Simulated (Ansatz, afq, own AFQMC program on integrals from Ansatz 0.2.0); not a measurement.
**AlH₃ + HO, doublet: a scan with AFQMC**

```xyz
6

Al   -1.0588    0.0202    0.0000
H    -1.8518    1.3935    0.0000
H    -1.8518   -1.3532    0.0000
H     0.5270    0.0202    0.0000
O     1.8532    0.0202    0.0000
H     2.1050   -0.9198    0.0000
```

A hydrogen atom is moved from one rigid fragment to the other; the Al1–H4 distance tells how far. The two fragments are held close together, so this isn't a minimum-energy path and the start is a compressed complex. Energies in kJ/mol count from this geometry (1.586 Å) at the same level; the start stands on UHF, each point on the determinant named.

Basis cc-pVTZ. Noble-gas cores (and the filled d shells of Ga–Kr and In–Xe) are frozen. AFQMC by an in-house program on the Cholesky factors that Ansatz 0.2.0 writes for its CCSD(T) run. The CISD trial takes its coefficients from CCSD amplitudes. Released means that phaseless walkers are propagated on without the constraint, phases kept. ± is one standard error of the sampling.

```tsv
r(Al1–H4) / Å	det.	T1	weight	⟨S²⟩	CCSD(T)	ph-AFQMC/CISD	released AFQMC	MP2	CCSD
1.682	UHF	0.022	0.87	0.78	-27.2	-28.3 ± 0.7	–	-37.8	-25.7
1.730	UHF	0.019	0.87	0.78	-42.3	-43.0 ± 0.9	–	-58.7	-40.4
1.778	UHF	0.017	0.87	0.77	-57.8	-58.6 ± 1.1	-57.3 ± 1.3	-78.9	-56.0
1.826	UHF	0.015	0.88	0.77	-72.7	-73.6 ± 0.6	–	-96.7	-71.2
1.922	UHF	0.014	0.88	0.76	-93.0	-93.0 ± 0.9	-89.9 ± 1.3	-119.4	-93.0
```

Weight is that of the determinant in the CISD state; at the start T1 is 0.028 and the weight 0.86, and ⟨S²⟩ is 0.78. A dash marks a missing value, a released energy that hasn't settled or a functional that sits on another state. Largest departures from phaseless AFQMC with a CISD trial: CCSD(T) 1.1 kJ/mol at 1.682 (on UHF) (within the noise), released AFQMC 3.0 kJ/mol at 1.922 (on UHF) (within the noise), MP2 -26.4 kJ/mol at 1.922 (on UHF), CCSD 2.7 kJ/mol at 1.682 (on UHF). The walk's constraint bias lies outside its error bars, so these are departures and not errors.

Some points may be missing: those where a free walk finds a much lower state, and past Zn most of those on another determinant than at the start.

A walk keeps the symmetry of its determinant, which the program's search chose and which needn't be the lowest solution, so a lower state of the same spin and another symmetry isn't excluded. Released energies are given only where the last usable release times agree within the noise; a slower fall can still hide under it.
